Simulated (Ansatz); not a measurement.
Ansatz (a program for electronic structure) input (B3LYP-D3(BJ)/def2-TZVP):

Ansatz 0.2 input:
```yaml
crystal:
  periodic: [false, false, false]
  atoms:
    - {symbol: C, position_ang: [-0.74849571, 0.64273409, -0.01348163]}
    - {symbol: O, position_ang: [-0.28559575, 1.74662548, -0.06241426]}
    - {symbol: O, position_ang: [-1.78124764, 0.03866965, 0.03036149]}
    - {symbol: C, position_ang: [0.52605764, -0.46725436, -0.00675819]}
    - {symbol: H, position_ang: [1.44678465, 0.10005671, 0.00839051]}
    - {symbol: H, position_ang: [0.37436438, -1.06165417, 0.88494060]}
    - {symbol: H, position_ang: [0.39256093, -1.03914639, -0.91613072]}
basis:
  gaussian:
    orbitals: def2-TZVP
hamiltonian:
  xc: b3lyp
  dispersion: d3bj
magnetization: {spin_polarized: true, initial_magnetization: 1}
relax: {f_tol: 0.002, max_steps: 150}
```

End of the output:

```
mean field -6217.88568273 eV, -228.5030842062 hartree, gradient 1.5e-5 eV, S^2 0.755502; 0 other end points of the search recorded, 0 dependent functions left out
the calculation of the forces begins
reference -6217.88589033 eV, -228.5030918352 hartree; 16, 15 occupied and 126, 127 virtual orbitals, 794 factors
relax step  14: F+E_penalty+E_count = -6218.05578941 eV  Δ(F+E_penalty+E_count) = +4.426e-5 eV  max|allowed force component| = 4.916e-2 eV/Å  Δτ_max = 0.0049 Å  (43 SCF iters, rejected (line search))
these checks for a lower state are left out or cut short: starts, cluster_reference, orbital_swaps, neighbouring_geometries, increment
integrals: 0.04 GiB planned
794 factors; their error is unknown
mean field: 0.61 GiB planned
mean field evaluation 128: about -6217.8858 eV, gradient 1.5e-4 eV
mean field -6217.88577174 eV, -228.5030874770 hartree, gradient 1.9e-5 eV, S^2 0.755490; 0 other end points of the search recorded, 0 dependent functions left out
the calculation of the forces begins
reference -6217.88597938 eV, -228.5030951077 hartree; 16, 15 occupied and 126, 127 virtual orbitals, 794 factors
relax step  15: F+E_penalty+E_count = -6218.05590158 eV  Δ(F+E_penalty+E_count) = -6.791e-5 eV  max|allowed force component| = 1.324e-2 eV/Å  Δτ_max = 0.0022 Å  (44 SCF iters, accepted)
these checks for a lower state are left out or cut short: starts, cluster_reference, orbital_swaps, neighbouring_geometries, increment
integrals: 0.04 GiB planned
794 factors; their error is unknown
mean field: 0.61 GiB planned
mean field -6217.88578151 eV, -228.5030878360 hartree, gradient 2.6e-5 eV, S^2 0.755490; 0 other end points of the search recorded, 0 dependent functions left out
the calculation of the forces begins
reference -6217.88598915 eV, -228.5030954669 hartree; 16, 15 occupied and 126, 127 virtual orbitals, 794 factors
relax step  16: F+E_penalty+E_count = -6218.05590700 eV  Δ(F+E_penalty+E_count) = -5.415e-6 eV  max|allowed force component| = 2.768e-3 eV/Å  Δτ_max = 0.0011 Å  (44 SCF iters, accepted)
these checks for a lower state are left out or cut short: starts, cluster_reference, orbital_swaps, neighbouring_geometries, increment
integrals: 0.04 GiB planned
794 factors; their error is unknown
mean field: 0.61 GiB planned
mean field -6217.88578018 eV, -228.5030877873 hartree, gradient 5.3e-5 eV, S^2 0.755489; 0 other end points of the search recorded, 0 dependent functions left out
the calculation of the forces begins
reference -6217.88598783 eV, -228.5030954181 hartree; 16, 15 occupied and 126, 127 virtual orbitals, 794 factors
relax step  17: F+E_penalty+E_count = -6218.05590762 eV  Δ(F+E_penalty+E_count) = -6.207e-7 eV  max|allowed force component| = 1.209e-3 eV/Å  Δτ_max = 0.0003 Å  (27 SCF iters, accepted)
integrals: 0.04 GiB planned
794 factors; their error is unknown
mean field: 0.61 GiB planned
mean field evaluation 160: about -6217.8858 eV, gradient 3.4e-3 eV
mean field -6217.88578018 eV, -228.5030877873 hartree, gradient 5.3e-5 eV, S^2 0.755489; 5 other end points of the search recorded, 0 dependent functions left out
the calculation of the forces begins
reference -6217.88598783 eV, -228.5030954181 hartree; 16, 15 occupied and 126, 127 virtual orbitals, 794 factors
Total energy: -6218.05611526 eV, -228.5093474860 hartree
Atom 0 at    -0.769881     0.594920    -0.012933 Å, force    -0.001209    -0.000356    -0.000622 eV/Å
Atom 1 at    -0.254497     1.721158    -0.027976 Å, force     0.000388     0.000214     0.000393 eV/Å
Atom 2 at    -1.842824     0.052545    -0.001458 Å, force     0.000621     0.000147     0.000114 eV/Å
Atom 3 at     0.541850    -0.445177    -0.008871 Å, force    -0.000220     0.000305     0.000033 eV/Å
Atom 4 at     1.481846     0.089521    -0.016124 Å, force     0.001009     0.000711    -0.000078 eV/Å
Atom 5 at     0.386810    -1.019440     0.899807 Å, force    -0.000212    -0.000426     0.001048 eV/Å
Atom 6 at     0.381125    -1.033496    -0.907537 Å, force    -0.000377    -0.000595    -0.000888 eV/Å
Dipole moment:     0.506338    -0.320704     0.000695 e Å
```

It need not be the lowest isomer of its formula.
